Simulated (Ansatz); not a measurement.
Two structures of SiNH₇S, singlet, reached by relaxing down either side of one saddle point (PBE0-D4/def2-TZVP). Energies are electronic, without zero-point energy. Ansatz 0.2.0; basis: def2-TZVPP and def2-QZVPP; cores frozen in the correlated methods. Extrapolation: Hartree–Fock as exp(−7.88 √X), correlation as X^−2.97. First:

```
10
angstrom
Si -1.3749 0.1925 0.1014
N -0.1520 -0.9807 0.4612
H -1.1320 0.6820 -1.2794
H -2.7770 -0.3125 0.1670
H -1.2305 1.2953 1.0827
H 1.7100 0.1261 0.0224
S 2.7940 0.8640 -0.3132
H -0.0574 -1.2829 1.4197
H -0.0554 -1.7741 -0.1554
H 2.2753 1.1902 -1.5064
```

Second:

Si1  (-0.698, 0.896, -0.429)
N2  (0.338, -1.351, 0.962)
H3  (-1.194, 2.083, -1.187)
H4  (-1.587, -0.239, -0.773)
H5  (-0.797, 1.232, 1.011)
H6  (1.135, -1.134, 1.549)
S7  (1.319, 0.633, -1.104)
H8  (-0.408, -1.677, 1.564)
H9  (0.603, -2.118, 0.356)
H10  (1.288, 1.675, -1.951)
(Å)

Which bonds change from the first to the second?

SiNH₅ ([NH2][SiH3]) + H₂S → SiH₄S ([SiH3][SH]) + NH₃; bonds formed: Si1–S7, N2–H6; bonds broken: Si1–N2, H6–S7.

Give the saddle point's structure and its height above each. (To be estimated.)

Computed: 90.9 kJ/mol above the first and 108.9 kJ/mol above the second (CCSD(T) at an estimated basis limit (MP2 extrapolated from triple and quadruple zeta, plus CCSD(T) − MP2 in triple zeta)).
```xyz
10
angstrom
Si -0.9587 0.4438 0.0087
N 0.1333 -1.0046 0.4086
H -0.9283 0.7833 -1.4235
H -2.2784 -0.2472 0.2197
H -0.8870 1.4709 1.0602
H 1.0967 -0.4311 0.2856
S 1.7915 1.2404 -0.1813
H -0.0007 -1.3775 1.3448
H 0.0562 -1.7682 -0.2578
H 1.9755 0.8902 -1.4649
```

No T1 diagnostic of these runs exceeds 0.011.

Labels in which every atom is bracketed show which atoms are joined, not bond orders.

For scale, one of the runs: CCSD(T)/def2-TZVPP, 213 basis functions, launched by `ansatz run in.yaml --threads 4 --pin off --events-out ev --progress --plain --max-ram 9574MiB`. The run took 39 s on 4 CPU threads of an Arm Neoverse V1 (shared host), with 2.8 GiB of host memory at its peak.
